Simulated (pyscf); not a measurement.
Structures and frequencies: ωB97X-D3(BJ)/def2-SVP in PySCF.

Task: CH₄ (SMILES C) + HO–InH₂ (SMILES [OH][InH2]) → H₃C–InH₂ (SMILES [CH3][InH2]) + H₂O (SMILES O)
Surface: singlet. Broken: C–H, In–O. Formed: C–In, H–O. Give ΔE‡ and ΔE from ωB97M-D3(BJ)/def2-TZVP, relative to the separated reactants.

Result: ΔE‡ = 1.25 eV, ΔE = +0.73 eV. CCSD(T)/def2-TZVPP + ΔMP2(QZVPP) gives 1.23 eV and +0.69 eV. Zero-point energy shifts the barrier by -0.05 eV. It is a four-centre exchange, with an imaginary mode of 1452i cm⁻¹. On the product side the descent ends in an adduct with a In–O contact, 0.58 eV under the separated species and 1.05 eV under the saddle at ωB97X-D3(BJ)/def2-TZVP. What is counted as broken (In–O) persists as a longer contact in the product adduct; parting that adduct is a step of its own. This is the saddle that the search found; another between the same sides may lie lower. The CCSD(T) − MP2 part came from Ansatz, without density fitting, on the same reference. The frozen core leaves the outer d or s,p core shells of the metals and heavy elements correlated in the MP2 and CC values, and def2-TZVPP describes them poorly, which can shift differences by a few kcal/mol. Elements past Kr carry the def2 core potentials, without spin-orbit coupling.
